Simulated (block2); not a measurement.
# BH5S (SMILES [BH3-][SH2+]): DMRG/STO-3G

What is the vertical electron affinity of BH5S at DMRG/STO-3G? 

Program for the calculation: block2 0.5.4.

7 further runs of the same task are left out: 4 that didn't finish, 3 set aside as unsound or not needed.

### 1 The system as given

BH5S: 7 atoms, total charge 0, spin state singlet. SMILES: `[BH3-][SH2+]`. The coordinates come from a PBE0-D4/def2-TZVP relaxation.

Bond lengths: B1–S2 1.975 Å, B1–H3 1.207 Å, B1–H4 1.203 Å, B1–H5 1.207 Å, S2–H6 1.346 Å, S2–H7 1.346 Å. Angles: B1–S2–H6 103.7°, B1–S2–H7 103.7°, S2–B1–H3 100.3°, S2–B1–H4 107.0°, S2–B1–H5 100.3°, H6–S2–H7 92.5°, H3–B1–H4 116.2°, H3–B1–H5 113.7°, H4–B1–H5 116.2°.

### 2 The energy at DMRG/STO-3G

Contents of run_dmrg.py:

```python
import numpy as np
from pyscf import cc, dft, gto, mcscf, mp, scf
from pyblock2._pyscf.ao2mo import integrals as itg
from pyblock2.driver.core import DMRGDriver, SymmetryTypes
from scipy.stats import linregress

geom = """
B     -0.99324005    -0.87210861    -0.95298888
S      1.07449827     1.84739626     0.54972133
H     -3.06740345     0.06878603    -0.81541682
H     -0.65082168    -2.73556754     0.30178926
H     -0.14248535    -0.91103696    -3.06986009
H      0.54046167     1.70793447     3.03282146
H      3.35501976     0.76628394     0.86719532
"""
mol = gto.M(
    atom=geom,
    basis="sto-3g",
    unit="bohr",
    charge=0,
    spin=0,
    verbose=4,
    max_memory=2000,
)
print("nao                     : %d" % (mol.nao))
mf = scf.RHF(mol)
mf.conv_tol = 1e-10
mf.max_cycle = 200
mf.kernel()
if not mf.converged:
    mf = mf.newton().run(mf.mo_coeff, mf.mo_occ)
print("E(SCF)                  : %.10f" % (mf.e_tot))
# MP2, CCSD and CCSD(T) with the same frozen core
ref = mf
pt = mp.MP2(ref, frozen=6).run()
mycc = cc.CCSD(ref, frozen=6)
mycc.max_cycle = 150
mycc.kernel()
print(f"MP2 total energy        : {pt.e_tot:.10f}")
if mycc.converged:
    print(f"CCSD total energy       : {mycc.e_tot:.10f}")
    print("CCSD(T) total energy    : %.10f" % (mycc.e_tot + mycc.ccsd_t()))
    print("T1                      : %.4f" % (mycc.get_t1_diagnostic()))
# a few density functionals on the same geometry and basis
ks = dft.RKS(mol, xc="wb97x").set(conv_tol=1e-9, verbose=3).run()
if ks.converged:
    print("E(wB97X)                : %.8f" % (ks.e_tot))
ks = dft.RKS(mol, xc="r2scan").set(conv_tol=1e-9, verbose=3).run()
if ks.converged:
    print(f"E(r2SCAN)               : {ks.e_tot:.8f}")
ks = dft.RKS(mol, xc="m06l").set(conv_tol=1e-9, verbose=3).run()
if ks.converged:
    print("E(M06-L)                : %.8f" % (ks.e_tot))
ks = dft.RKS(mol, xc="blyp").set(conv_tol=1e-9, verbose=3).run()
if ks.converged:
    print(f"E(BLYP)                 : {ks.e_tot:.8f}")
# rotate to MP2 natural orbitals
occ_no, mo = mcscf.addons.make_natural_orbitals(mp.MP2(mf, frozen=6).run())
mf.mo_coeff = mo
ncas, n_elec, spin, ecore, h1e, g2e, orb_sym = itg.get_rhf_integrals(mf, ncore=6, ncas=13, pg_symm=False, g2e_symm=8)
driver = DMRGDriver(scratch="./tmp", symm_type=SymmetryTypes.SU2, stack_mem=1500 << 20, n_threads=1)
driver.initialize_system(n_sites=ncas, n_elec=n_elec, spin=spin, orb_sym=orb_sym)
mpo = driver.get_qc_mpo(h1e=h1e, g2e=g2e, ecore=ecore, iprint=1)
occs = np.array([1.8] * 7 + [0.2] * 6)
ket = driver.get_random_mps(tag="GS", bond_dim=18, nroots=1, occs=occs)
bond_dims = [18] * 4 + [37] * 2 + [75] * 4 + [150] * 4
noises = [0.001] * 4 + [0.0001] * 2 + [0.0001] * 4 + [1e-05] * 4 + [0]
thrds = [1e-08] * 14
e = driver.dmrg(mpo, ket, n_sweeps=20, tol=1e-07, bond_dims=bond_dims, noises=noises, thrds=thrds, iprint=1)
ms, dws, es = driver.get_dmrg_results()
print("discarded weight        : %.3e" % (dws[-1]))
print("final energy            : %.10f" % (e))
dm1 = driver.get_1pdm(ket)
print("occupation numbers      :", np.round(np.linalg.eigvalsh(dm1)[::-1], 5).tolist())
print("largest bipartite entropy: %.4f" % (max(driver.get_bipartite_entanglement(ket))))
csf, coef = driver.get_csf_coefficients(ket, cutoff=0.1, iprint=1)
print(f"c0^2                    : {np.max(np.abs(coef)) ** 2:.4f}")
# reverse schedule: lower the bond dimension without noise and extrapolate in the discarded weight
ket = driver.adjust_mps(ket, dot=2)[0]
back = [135, 112, 90, 67]
driver.dmrg(mpo, ket, n_sweeps=4 * len(back), tol=0, bond_dims=[m for m in back for _ in range(4)], noises=[0] * (4 * len(back)), thrds=[1e-9] * (4 * len(back)), iprint=1)
ms, dws, es = driver.get_dmrg_results()
ms, dws, es = ms[3::4], dws[3::4], np.array(es)[3::4, 0]
fit = linregress(dws, es)
print("M values                :", np.round(ms, 1).tolist())
print("discarded weights       :", np.round(dws, 12).tolist())
print("energies at each M      :", np.round(es, 9).tolist())
print(f"extrapolated energy     : {fit.intercept:.8f}")
print("extrapolation error     : %.3e" % (abs(fit.intercept - es.min()) / 5))
```

Launch:

```
python run_dmrg.py
```

Standard output:

```text
[INPUT] verbose = 4
[INPUT] num. atoms = 7
[INPUT] num. electrons = 26
[INPUT] charge = 0
[INPUT] spin (= nelec alpha-beta = 2S) = 0
[INPUT] symmetry False subgroup None
[INPUT] Mole.unit = bohr
[INPUT] Symbol           X                Y                Z      unit          X                Y                Z       unit  Magmom
[INPUT]  1 B     -0.525599999433  -0.461500001859  -0.504299997556 AA   -0.993240050000  -0.872108610000  -0.952988880000 Bohr   0.0
[INPUT]  2 S      0.568599997657   0.977600000331   0.290900000193 AA    1.074498270000   1.847396260000   0.549721330000 Bohr   0.0
[INPUT]  3 H     -1.623200002437   0.036399999506  -0.431499998545 AA   -3.067403450000   0.068786030000  -0.815416820000 Bohr   0.0
[INPUT]  4 H     -0.344400001429  -1.447600001100   0.159699998892 AA   -0.650821680000  -2.735567540000   0.301789260000 Bohr   0.0
[INPUT]  5 H     -0.075400000110  -0.482099997538  -1.624500000341 AA   -0.142485350000  -0.911036960000  -3.069860090000 Bohr   0.0
[INPUT]  6 H      0.285999999140   0.903799999269   1.604900001421 AA    0.540461670000   1.707934470000   3.032821460000 Bohr   0.0
[INPUT]  7 H      1.775399999178   0.405499998142   0.458900000760 AA    3.355019760000   0.766283940000   0.867195320000 Bohr   0.0

nuclear repulsion = 54.7452153780259
number of shells = 13
number of NR pGTOs = 57
number of NR cGTOs = 19
basis = sto-3g
ecp = {}
CPU time:         0.84
nao                     : 19

******** <class 'pyscf.scf.hf.RHF'> ********
method = RHF
initial guess = minao
damping factor = 0
level_shift factor = 0
DIIS = <class 'pyscf.scf.diis.CDIIS'>
diis_start_cycle = 1
diis_space = 8
diis_damp = 0
SCF conv_tol = 1e-10
SCF conv_tol_grad = None
SCF max_cycles = 200
direct_scf = True
direct_scf_tol = 1e-13
chkfile to save SCF result = tmpirqwvu_g
[... 22 lines left out ...]
converged SCF energy = -420.420653090059
[... 23 lines left out ...]
Init t2, MP2 energy = -420.496026537857  E_corr(MP2) -0.0753734477983357
[... 9 lines left out ...]
CCSD converged
[... 1 line left out ...]
MP2 total energy        : -420.4960265382
CCSD total energy       : -420.5284708723
[... 1 line left out ...]
CCSD(T) total energy    : -420.5290124840
[... 10 lines left out ...]
converged SCF energy = -421.292678849358
[... 10 lines left out ...]
converged SCF energy = -421.257855938629
[... 10 lines left out ...]
converged SCF energy = -421.286707679238
[... 10 lines left out ...]
converged SCF energy = -421.22170529164
[... 10 lines left out ...]
integral symmetrize error =  0.0
integral cutoff error =  0.0
[... 81 lines left out ...]
ATTENTION: DMRG is not converged to desired tolerance of 1.00000e-07
discarded weight        : 2.943e-05
final energy            : -420.5289176843
[... 4 lines left out ...]
Sum of weights of included CSF =    0.929481023596039
[... 16 lines left out ...]
Sweep =    4 | Direction =  forward | Bond dimension =  112 | Noise =  0.00e+00 | Dav threshold =  1.00e-09
Time elapsed =      6.710 | E =    -420.5288179220 | DE = 7.09e-05 | DW = 7.09822e-05

Sweep =    5 | Direction = backward | Bond dimension =  112 | Noise =  0.00e+00 | Dav threshold =  1.00e-09
Time elapsed =      7.751 | E =    -420.5288010998 | DE = 1.68e-05 | DW = 6.63068e-05

Sweep =    6 | Direction =  forward | Bond dimension =  112 | Noise =  0.00e+00 | Dav threshold =  1.00e-09
Time elapsed =      8.767 | E =    -420.5287956157 | DE = 5.48e-06 | DW = 6.04352e-05

Sweep =    7 | Direction = backward | Bond dimension =  112 | Noise =  0.00e+00 | Dav threshold =  1.00e-09
Time elapsed =      9.888 | E =    -420.5287956248 | DE = -9.05e-09 | DW = 6.04753e-05

Sweep =    8 | Direction =  forward | Bond dimension =   90 | Noise =  0.00e+00 | Dav threshold =  1.00e-09
Time elapsed =     10.749 | E =    -420.5286266866 | DE = 1.69e-04 | DW = 1.22209e-04

Sweep =    9 | Direction = backward | Bond dimension =   90 | Noise =  0.00e+00 | Dav threshold =  1.00e-09
Time elapsed =     11.471 | E =    -420.5285871541 | DE = 3.95e-05 | DW = 1.09694e-04

Sweep =   10 | Direction =  forward | Bond dimension =   90 | Noise =  0.00e+00 | Dav threshold =  1.00e-09
Time elapsed =     12.206 | E =    -420.5285744295 | DE = 1.27e-05 | DW = 9.60489e-05

Sweep =   11 | Direction = backward | Bond dimension =   90 | Noise =  0.00e+00 | Dav threshold =  1.00e-09
Time elapsed =     12.923 | E =    -420.5285766002 | DE = -2.17e-06 | DW = 9.64670e-05

Sweep =   12 | Direction =  forward | Bond dimension =   67 | Noise =  0.00e+00 | Dav threshold =  1.00e-09
Time elapsed =     13.511 | E =    -420.5283022921 | DE = 2.74e-04 | DW = 1.88245e-04

Sweep =   13 | Direction = backward | Bond dimension =   67 | Noise =  0.00e+00 | Dav threshold =  1.00e-09
Time elapsed =     13.982 | E =    -420.5280077376 | DE = 2.95e-04 | DW = 1.39983e-04

Sweep =   14 | Direction =  forward | Bond dimension =   67 | Noise =  0.00e+00 | Dav threshold =  1.00e-09
Time elapsed =     14.454 | E =    -420.5280506297 | DE = -4.29e-05 | DW = 1.17872e-04

Sweep =   15 | Direction = backward | Bond dimension =   67 | Noise =  0.00e+00 | Dav threshold =  1.00e-09
Time elapsed =     14.917 | E =    -420.5280549882 | DE = -4.36e-06 | DW = 1.17669e-04

M values                : [135, 112, 90, 67]
discarded weights       : [3.6454014e-05, 6.0475276e-05, 9.6466996e-05, 0.000117668803]
energies at each M      : [-420.528888803, -420.528795625, -420.5285766, -420.528054988]
extrapolated energy     : -420.52931771
extrapolation error     : 8.578e-05
```

Wall time 46 s (1 thread of Intel Xeon Platinum 8375C at 2.90GHz (Ice Lake), shared host); peak memory 0.43 GiB.

### 3 The doublet anion: a single-point energy at DMRG/STO-3G

Contents of block2_dmrg.py:

```python
import numpy as np
from pyscf import cc, dft, gto, lo, mcscf, mp, scf
from pyblock2._pyscf.ao2mo import integrals as itg
from pyblock2.driver.core import DMRGDriver, SymmetryTypes

mol = gto.M(atom="""
B     -0.99324005    -0.87210861    -0.95298888
S      1.07449827     1.84739626     0.54972133
H     -3.06740345     0.06878603    -0.81541682
H     -0.65082168    -2.73556754     0.30178926
H     -0.14248535    -0.91103696    -3.06986009
H      0.54046167     1.70793447     3.03282146
H      3.35501976     0.76628394     0.86719532
""", basis="sto-3g", unit="bohr", charge=-1, spin=1, verbose=3, max_memory=2000)
print("basis functions          = %d" % (mol.nao))
mf = scf.ROHF(mol)
mf.conv_tol = 1e-10
mf.max_cycle = 200
mf.kernel()
if not mf.converged:
    mf = mf.newton().run(mf.mo_coeff, mf.mo_occ)
print(f"E(HF)                    = {mf.e_tot:.10f}")
ref = scf.UHF(mol).run(mf.make_rdm1(), conv_tol=1e-10)
pt = mp.MP2(ref, frozen=6).run()
mycc = cc.CCSD(ref, frozen=6)
mycc.max_cycle = 150
mycc.kernel()
print("E(MP2)                   = %.10f" % (pt.e_tot))
if mycc.converged:
    print(f"E(CCSD)                  = {mycc.e_tot:.10f}")
    print(f"E(CCSD(T))               = {mycc.e_tot + mycc.ccsd_t():.10f}")
ks = dft.UKS(mol, xc="wb97x").set(conv_tol=1e-9, verbose=3).run(mf.make_rdm1())
if ks.converged:
    print(f"E(wB97X)                 = {ks.e_tot:.8f}")
ks = dft.UKS(mol, xc="r2scan").set(conv_tol=1e-9, verbose=3).run(mf.make_rdm1())
if ks.converged:
    print("E(r2SCAN)                = %.8f" % (ks.e_tot))
ks = dft.UKS(mol, xc="m06l").set(conv_tol=1e-9, verbose=3).run(mf.make_rdm1())
if ks.converged:
    print("E(M06-L)                 = %.8f" % (ks.e_tot))
ks = dft.UKS(mol, xc="blyp").set(conv_tol=1e-9, verbose=3).run(mf.make_rdm1())
if ks.converged:
    print(f"E(BLYP)                  = {ks.e_tot:.8f}")
mo = mf.mo_coeff.copy()
for a, b in ((6, 13), (14, 19)):
    if b - a > 1:
        mo[:, a:b] = lo.PM(mol, mo[:, a:b]).kernel()
mf.mo_coeff = mo
ncas, n_elec, spin, ecore, h1e, g2e, orb_sym = itg.get_rhf_integrals(mf, ncore=6, ncas=13, pg_symm=False, g2e_symm=1)
dmrg = DMRGDriver(scratch="./tmp", symm_type=SymmetryTypes.SU2, stack_mem=1500 << 20, n_threads=1)
idx = dmrg.orbital_reordering(h1e, g2e, method="fiedler")
print("orbital order:", idx.tolist())
h1e = h1e[np.ix_(idx, idx)]
g2e = g2e[np.ix_(idx, idx, idx, idx)]
orb_sym = np.array(orb_sym)[idx]
dmrg.initialize_system(n_sites=ncas, n_elec=n_elec, spin=spin, orb_sym=orb_sym)
mpo = dmrg.get_qc_mpo(h1e=h1e, g2e=g2e, ecore=ecore, iprint=1)
occs = np.array([1.9] * 7 + [1.0] * 1 + [0.1] * 5)[idx]
psi = dmrg.get_random_mps(tag="GS", bond_dim=37, nroots=1, occs=occs)
bond_dims = [37] * 3 + [75] * 2 + [150] * 3
noises = [0.0001] * 3 + [0.0001] * 2 + [1e-05] * 3 + [0]
thrds = [1e-08] * 8
e = dmrg.dmrg(mpo, psi, n_sweeps=14, tol=1e-06, bond_dims=bond_dims, noises=noises, thrds=thrds, iprint=1)
ms, dws, es = dmrg.get_dmrg_results()
print("DW                       = %.3e" % (dws[-1]))
print("E(final)                 = %.10f" % (e))
dm1 = dmrg.get_1pdm(psi)
print("natural occupations      =", np.round(np.linalg.eigvalsh(dm1)[::-1], 5).tolist())
print(f"largest bipartite entropy = {max(dmrg.get_bipartite_entanglement(psi)):.4f}")
ci = mcscf.CASCI(mf, 13, (8, 7))
ci.fix_spin_(ss=0.75)
ci.fcisolver.conv_tol = 1e-10
ci.fcisolver.max_cycle = 200
ci.kernel()
print("FCI energy               = %.10f" % (ci.e_tot))
```

Launch:

```
python block2_dmrg.py
```

Standard output:

```text
basis functions          = 19
converged SCF energy = -420.073896586531
E(HF)                    = -420.0738965865
converged SCF energy = -420.079233610582  <S^2> = 0.77398581  2S+1 = 2.0238437
E(UMP2) = -420.146729775242  E_corr = -0.0674961646595833
E(SCS-UMP2) = -420.157430838908  E_corr = -0.078197228325205
E(UCCSD) = -420.1792550091087  E_corr = -0.100021398526226
E(MP2)                   = -420.1467297752
E(CCSD)                  = -420.1792550091
UCCSD(T) correction = -0.000735569420808924
E(CCSD(T))               = -420.1799905785
converged SCF energy = -420.99545229202  <S^2> = 0.75517862  2S+1 = 2.0051719
E(wB97X)                 = -420.99545229
converged SCF energy = -420.965048281823  <S^2> = 0.75511711  2S+1 = 2.0051106
E(r2SCAN)                = -420.96504828
converged SCF energy = -420.988275559761  <S^2> = 0.75276605  2S+1 = 2.0027641
E(M06-L)                 = -420.98827556
converged SCF energy = -420.930257768511  <S^2> = 0.75268959  2S+1 = 2.0026878
E(BLYP)                  = -420.93025777
orbital order: [1, 4, 10, 12, 3, 8, 11, 5, 0, 7, 9, 2, 6]
integral symmetrize error =  0.0
integral cutoff error =  0.0
mpo terms =      16681

Build MPO | Nsites =    13 | Nterms =      16681 | Algorithm = FastBIP | Cutoff = 1.00e-20
 Site =     0 /    13 .. Mmpo =    14 DW = 0.00e+00 NNZ =       14 SPT = 0.0000 Tmvc = 0.001 T = 0.003
 Site =     1 /    13 .. Mmpo =    48 DW = 0.00e+00 NNZ =      232 SPT = 0.6548 Tmvc = 0.001 T = 0.004
 Site =     2 /    13 .. Mmpo =    70 DW = 0.00e+00 NNZ =      468 SPT = 0.8607 Tmvc = 0.001 T = 0.004
 Site =     3 /    13 .. Mmpo =   100 DW = 0.00e+00 NNZ =      803 SPT = 0.8853 Tmvc = 0.001 T = 0.005
 Site =     4 /    13 .. Mmpo =   138 DW = 0.00e+00 NNZ =     1175 SPT = 0.9149 Tmvc = 0.001 T = 0.006
 Site =     5 /    13 .. Mmpo =   184 DW = 0.00e+00 NNZ =     1545 SPT = 0.9392 Tmvc = 0.001 T = 0.006
 Site =     6 /    13 .. Mmpo =   184 DW = 0.00e+00 NNZ =     7509 SPT = 0.7782 Tmvc = 0.002 T = 0.010
 Site =     7 /    13 .. Mmpo =   138 DW = 0.00e+00 NNZ =     1545 SPT = 0.9392 Tmvc = 0.001 T = 0.003
 Site =     8 /    13 .. Mmpo =   100 DW = 0.00e+00 NNZ =     1174 SPT = 0.9149 Tmvc = 0.000 T = 0.002
 Site =     9 /    13 .. Mmpo =    70 DW = 0.00e+00 NNZ =      801 SPT = 0.8856 Tmvc = 0.000 T = 0.002
 Site =    10 /    13 .. Mmpo =    48 DW = 0.00e+00 NNZ =      465 SPT = 0.8616 Tmvc = 0.000 T = 0.001
 Site =    11 /    13 .. Mmpo =    14 DW = 0.00e+00 NNZ =      230 SPT = 0.6577 Tmvc = 0.000 T = 0.001
 Site =    12 /    13 .. Mmpo =     1 DW = 0.00e+00 NNZ =       14 SPT = 0.0000 Tmvc = 0.000 T = 0.000
Ttotal =      0.046 Tmvc-total = 0.010 MPO bond dimension =   184 MaxDW = 0.00e+00
NNZ =        15975 SIZE =       134332 SPT = 0.8811

Rank =     0 Ttotal =      0.047 MPO method = FastBipartite bond dimension =     184 NNZ =        15975 SIZE =       134332 SPT = 0.8811

Sweep =    0 | Direction =  forward | Bond dimension =   37 | Noise =  1.00e-04 | Dav threshold =  1.00e-08
Time elapsed =      0.348 | E =    -420.1579216955 | DW = 9.82507e-07

Sweep =    1 | Direction = backward | Bond dimension =   37 | Noise =  1.00e-04 | Dav threshold =  1.00e-08
Time elapsed =      0.810 | E =    -420.1788754275 | DE = -2.10e-02 | DW = 3.01891e-05

Sweep =    2 | Direction =  forward | Bond dimension =   37 | Noise =  1.00e-04 | Dav threshold =  1.00e-08
Time elapsed =      1.254 | E =    -420.1796300321 | DE = -7.55e-04 | DW = 4.64962e-05

Sweep =    3 | Direction = backward | Bond dimension =   75 | Noise =  1.00e-04 | Dav threshold =  1.00e-08
Time elapsed =      1.971 | E =    -420.1799499096 | DE = -3.20e-04 | DW = 2.83410e-06

Sweep =    4 | Direction =  forward | Bond dimension =   75 | Noise =  1.00e-04 | Dav threshold =  1.00e-08
Time elapsed =      2.894 | E =    -420.1801534989 | DE = -2.04e-04 | DW = 7.49204e-06

Sweep =    5 | Direction = backward | Bond dimension =  150 | Noise =  1.00e-05 | Dav threshold =  1.00e-08
Time elapsed =      4.461 | E =    -420.1802471613 | DE = -9.37e-05 | DW = 5.05735e-07

Sweep =    6 | Direction =  forward | Bond dimension =  150 | Noise =  1.00e-05 | Dav threshold =  1.00e-08
Time elapsed =      6.637 | E =    -420.1802588817 | DE = -1.17e-05 | DW = 1.52596e-06

Sweep =    7 | Direction = backward | Bond dimension =  150 | Noise =  1.00e-05 | Dav threshold =  1.00e-08
Time elapsed =      8.748 | E =    -420.1802619275 | DE = -3.05e-06 | DW = 1.60970e-06

Sweep =    8 | Direction =  forward | Bond dimension =  150 | Noise =  0.00e+00 | Dav threshold =  1.00e-07
Time elapsed =     10.692 | E =    -420.1802628752 | DE = -9.48e-07 | DW = 1.50331e-06

DW                       = 1.503e-06
E(final)                 = -420.1802628752
natural occupations      = [1.99764, 1.984, 1.98008, 1.97879, 1.9772, 1.97602, 1.96715, 0.99738, 0.05484, 0.02531, 0.02219, 0.02029, 0.01912]
largest bipartite entropy = 0.2054
CASCI E = -420.180270116137  E(CI) = -35.5921864487080  S^2 = 0.7500000
FCI energy               = -420.1802701161
```

Run time: 54 s. Hardware: 1 thread of Intel Xeon Platinum 8375C at 2.90GHz (Ice Lake), shared host; peak memory 0.75 GiB.

### 4 Results

At DMRG/STO-3G, 6 core orbitals frozen:

| quantity | value |
| --- | --- |
| run 1, DMRG/STO-3G: total energy | -420.52892 Eh |
| run 1, DMRG/STO-3G: T1 diagnostic of the CCSD step | 0.006 |
| doublet anion: total energy | -420.18026 Eh |
| vertical electron affinity (to the doublet anion) | -9.487 eV |

In words: The anion lies 9.49 eV (219 kcal/mol) above the neutral: the electron isn't bound at this level, and such a value depends on the basis. Without diffuse functions anions come out too high. In a minimal basis such a difference can be off by several eV, whatever the method.
